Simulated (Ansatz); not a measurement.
Process, species as SMILES: CCl (CH3-Cl) → [CH3] (CH3) + Cl atom
B3LYP-D3(BJ)/def2-TZVP geometries, fixed; electronic energies without zero-point terms.

Basis-set convergence of the bond dissociation energy at B3LYP with Ansatz (an electronic-structure program). Cartesian d functions, on some or all atoms, in 6-31G*, 6-31G**, 6-311G**; all else is spherical. The program fits the integrals of some runs and decomposes those of others, by size. Open shells are unrestricted. No added dispersion term, no relativity. Functions are those of the species that has most. Reference: the value in pcseg-4, 82.94 kcal/mol, itself unsure by roughly 0.02 kcal/mol (its mean distance from aug-pcseg-3, aug-cc-pV(Q+d)Z, cc-pV(5+d)Z). Deviations are taken from unrounded values.

| basis | functions |
|---|---|
| STO-3G | 17 |
| 3-21G | 28 |
| 6-31G | 28 |
| 6-31G* | 40 |
| 6-31G** | 49 |
| cc-pV(D+d)Z | 52 |
| 6-311G** | 63 |
| aug-pcseg-1 | 77 |
| cc-pV(T+d)Z | 111 |
| aug-pcseg-2 | 165 |
| cc-pV(Q+d)Z | 209 |
| aug-pcseg-3 | 321 |
| cc-pV(5+d)Z | 356 |

**Question.** Which is the smallest set listed that can be trusted to 2 kcal/mol here, that is, within that of the reference together with its larger relatives (same family, alike in diffuse functions; a set with none to test it counts only in the reference's own line)?

**Answer.** The smallest set listed that lies within 2 kcal/mol of the reference with all its larger relatives (same family, alike in diffuse functions; a set with none counts only in the reference's own line) is 6-31G* (40 functions, 1.12 kcal/mol off). Value minus reference: STO-3G 13.41, 3-21G -7.75, 6-31G -9.49, 6-31G* 1.12, 6-31G** 0.76, cc-pV(D+d)Z 0.24, 6-311G** -0.87, aug-pcseg-1 -1.28, cc-pV(T+d)Z -0.08, aug-pcseg-2 -0.11, cc-pV(Q+d)Z 0.02, aug-pcseg-3 0.00, cc-pV(5+d)Z -0.03 kcal/mol.
